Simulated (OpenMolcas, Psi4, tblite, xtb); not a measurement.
# A ladder of methods for SiH3 (SMILES [SiH3])

The species is SiH3 (4 atoms), meant as a doublet with charge 0. As SMILES, `[SiH3]`. Geometry: relaxed at PBE0-D4/def2-TZVP.

```xyz
4

Si    0.2938   -0.0269   -0.1640
H     0.5592    0.6653    1.1239
H    -0.2240   -1.4017    0.0601
H    -0.6289    0.7632   -1.0200
```

Each level gives the energy change with the Si1–H3 bond stretched from 1.486 to 1.932 Å (eV). The values are calculated.

| level | kind | program | value (eV) |
| --- | --- | --- | --- |
| IPEA1-xTB | semi-empirical | tblite | 1.45 |
| GFN0-xTB | semi-empirical | xtb | 0.80 |
| ROHF/cc-pVTZ | Hartree–Fock | OpenMolcas | 1.10 |
| UBHLYP/cc-pVTZ | global hybrid | Psi4 | 1.06 |
| UTPSSh/cc-pVTZ | hybrid meta-GGA | Psi4 | 0.98 |
| U-wB97X-V/cc-pVTZ | range-separated hybrid | Psi4 | 1.00 |
| UB2PLYP/cc-pVTZ (density fitting for correlation) | double hybrid | Psi4 | 1.01 |
| UMP3/cc-pVTZ | perturbation theory | Psi4 | 1.04 |
| UCC3/cc-pVTZ | coupled cluster or CI | Psi4 | 0.98 |

The first shape isn't each level's own minimum. The values span 0.80 to 1.45 eV.
